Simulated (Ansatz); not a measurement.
# HN (charge -1): a composite energy at a relaxed geometry

Program: Ansatz's Python interface.

Script `hn_composite.py`:
```python
import itertools

import ansatz as az
from ase.data import atomic_numbers, covalent_radii
import numpy as np


def main() -> None:
    molecule = (
        az.Crystal.molecule()
        .atom("H", (0.0, 0.0, 0.0))
        .atom("N", (0.0, 0.0, 1.075))
    )

    base = (
        molecule.calculation()
        .basis(gaussian="def2-SVP")
        .functional("PBE0")
        .charge(-1)
        .spin("collinear", total=1)
    )
    symbols = [site.symbol for site in molecule.cartesian_sites]
    start = np.array([site.position_ang for site in molecule.cartesian_sites], dtype=float)
    summary = base.relax(force_tolerance=0.01).run(threads=1, backend="cpu").report
    end = np.array(summary["positions_ang"])
    radius = [covalent_radii[atomic_numbers[s]] for s in symbols]
    span = lambda where, i, j: np.linalg.norm(where[i] - where[j])
    bonded = [(i, j) for i, j in itertools.combinations(range(len(symbols)), 2) if min(span(start, i, j), span(end, i, j)) < 1.2 * (radius[i] + radius[j])]
    print("pair        before    after (A)")
    for i, j in bonded:
        print(f"{symbols[i]}{i}-{symbols[j]}{j}".ljust(10), f"{span(start, i, j):8.4f} {span(end, i, j):8.4f}")

    minimum = az.Crystal.molecule()
    for symbol, place in zip(symbols, end):
        minimum = minimum.atom(symbol, place.tolist())
    at_minimum = minimum.calculation().charge(-1).spin("collinear", total=1)
    level = lambda method, basis: at_minimum.basis(gaussian=basis).correlation(method).run(threads=1, backend="cpu").report
    small, large, cluster = level("mp2", "cc-pVDZ"), level("mp2", "cc-pVTZ"), level("ccsd_t", "cc-pVDZ")
    corr = lambda each: (each["free_energy_ev"] - each["reference_energy_ev"]) / 27.211386246
    mp2_limit = (27 * corr(large) - 8 * corr(small)) / 19
    pieces = {"HF / cc-pVTZ": large["reference_energy_ev"] / 27.211386246, "MP2 correlation, DZ-TZ limit": mp2_limit, "CCSD(T) - MP2 / cc-pVDZ": corr(cluster) - corr(small)}
    for name, value in pieces.items():
        print(f"{name:32s} {value:14.6f} Ha")
    print(f"{'sum':32s} {sum(pieces.values()):14.6f} Ha")
    print("T1 diagnostic", round(cluster["correlation"]["coupled_cluster"]["t1_diagnostic"], 4))


if __name__ == "__main__":
    main()
```

```console
$ python hn_composite.py
pair        before    after (A)
H0-N1        1.0750   1.0687
HF / cc-pVTZ                         -54.900146 Ha
MP2 correlation, DZ-TZ limit          -0.208600 Ha
CCSD(T) - MP2 / cc-pVDZ               -0.018966 Ha
sum                                  -55.127712 Ha
T1 diagnostic 0.0062
```

The settings weren't tested for convergence. The sum leaves out core correlation, relativity, the Hartree-Fock basis error and zero-point energy; a DZ-TZ extrapolation is rough. The species is open-shell (spin multiplicity 2). Inner cores stay frozen, so this is valence correlation. Anions want diffuse functions, which this basis lacks. Hardware and time: 3.3 s on 1 thread of Intel(R) Xeon(R) Platinum 8259CL CPU @ 2.50GHz (Skylake/Cascade Lake), on a shared host, peak memory 0.17 GiB.
